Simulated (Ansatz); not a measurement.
System: NO, charge 1, singlet. NO+ (parent SMILES [N]=O, singlet).
B3LYP-D3(BJ)/def2-TZVP minimum from Ansatz (a program for electronic structure):
```xyz
2

N      0.0000     0.0000    -0.5634
O      0.0000     0.0000     0.4930
```
Charge +1, spin multiplicity 1.

Total energies in cc-pV5Z, 10 correlated electrons, 2 frozen orbitals. UHF or UKS for unpaired electrons; spin-orbit terms are left out. Cores are frozen in correlated methods. No relativity.

```csv
method,program,energy (Eh),minus CCSDT(Q) (mEh)
HF,Ansatz,-128.97913,451.46
MP2,Ansatz,-129.42002,10.57
CCSD,Ansatz,-129.40752,23.07
CCSD(T),Ansatz,-129.42904,1.55
CCSDT(Q),Ansatz,-129.43058,0.00
```

Rough core times of Ansatz's runs on a shared machine: CCSD(T) under 20 s, CCSDT(Q) 20 min.
